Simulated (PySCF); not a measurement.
**Which functional comes closest?**

Molecule: SMILES C[P+](C)(C)C, [C4H12P]+.

Mapped SMILES: `[CH3:1][P+:2]([CH3:3])([CH3:4])[CH3:5]` (H(Xn): hydrogen on atom n).

Geometry PBE0-D3(BJ)/def2-SVP throughout; GIAO in PySCF 2.14.0 with density-fitted response routines, gas phase, one conformer, non-relativistic; equivalent atoms averaged; basis pcSseg-1.

Reference values (measured; solution; W. H. Hersh, T.-Y. Chan, Beilstein J. Org. Chem. 19 (2023) 36, supporting information): δ(P2) = 25.1 ppm vs 85 % H3PO4. Computed shifts are taken against H3PO4, calculated as an isolated molecule at each level.

Problem. How do the functionals HF, LDA, PBE, BLYP, BP86, OPBE, KT2, KT3, B97-D, B3LYP, PBE0, mPW1PW91 perform against the reference? Times are CPU seconds on 1 thread of an Arm Neoverse V2, shared host; the GGAs took longer than the global hybrids here, which isn't the general rule, and the cause wasn't traced.

Solution. 
```tsv
functional	kind	P2	abs. error P	core-s
HF	Hartree–Fock	-1.3	26.4	5.3
LDA	LDA	2.6	22.5	14
PBE	GGA	6.5	18.6	16
BLYP	GGA	15.0	10.1	16
BP86	GGA	7.8	17.3	17
OPBE	GGA	4.6	20.5	18
KT2	GGA	-0.1	25.2	19
KT3	GGA	7.2	17.9	19
B97-D	GGA	13.0	12.1	17
B3LYP	global hybrid	8.5	16.6	12
PBE0	global hybrid	-0.6	25.7	11
mPW1PW91	global hybrid	0.4	24.7	12
```

For 31P the closest is BLYP (10.1 ppm) and the furthest HF (26.4 ppm). One molecule is a small sample, and vibrational and solvent effects are absent from the calculation.
